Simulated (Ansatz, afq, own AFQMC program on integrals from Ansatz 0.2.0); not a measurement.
## Where AFQMC and coupled cluster stand for Si⁺, doublet

A free Si cation.

Basis aug-cc-pVTZ. Noble-gas cores (and the filled d shells of Ga–Kr and In–Xe) are frozen. Integrals, coupled cluster, full CI and functionals: Ansatz 0.2.0; the random walks run on the same integrals in our own AFQMC program. ph-AFQMC/CISD is guided by a CISD state made of CCSD amplitudes; releasing the constraint for a short imaginary time cuts its bias at the price of noise, slowly where states lie close. Error bars are statistical, one sigma.

Determinant: UHF, the one that the program's search chose, which needn't be the lowest solution.

Full CI on the same integrals is exact in this basis and with this determinant's frozen core.

```
T1 diagnostic                               : 0.0143
weight of the determinant in the CISD state : 0.942
⟨S²⟩ of the determinant                     : 0.766
size of the correlated space                : 3 electrons in 45 orbitals
```

| level | correlation energy (eV) |
| --- | --- |
| MP2 | -1.1304 |
| CCSD | -1.5943 |
| CCSD(T) | -1.6240 |

**Question.** Estimate where phaseless AFQMC with a CISD trial lies against CCSD(T) on the same integrals.

**Answer.** 1.0 ± 0.1 kJ/mol below CCSD(T).

Reference: full CI, correlation energy -1.636 eV. The released energy is read at 2.40 1/Eh (meV from the phaseless value at times in 1/Eh: 0.6 ± 0.9 at 0.24, 0.0 ± 0.7 at 0.51, -4 ± 6 at 0.99, -4 ± 4 at 1.62, -0.8 ± 0.6 at 2.40).

```json
{"level": "CCSD(T)", "E − E(reference) (kJ/mol)": "1.1", "share of correlation (%)": "99.29"}
{"level": "ph-AFQMC/CISD", "E − E(reference) (kJ/mol)": "0.1 ± 0.1", "share of correlation (%)": "99.94"}
{"level": "released AFQMC", "E − E(reference) (kJ/mol)": "0.0 ± 0.06", "share of correlation (%)": "99.99"}
```

A walk keeps the symmetry of its determinant, which the program's search chose and which needn't be the lowest solution, so a lower state of the same spin and another symmetry isn't excluded. Released energies are given only where the last usable release times agree within the noise; a slower fall can still hide under it.
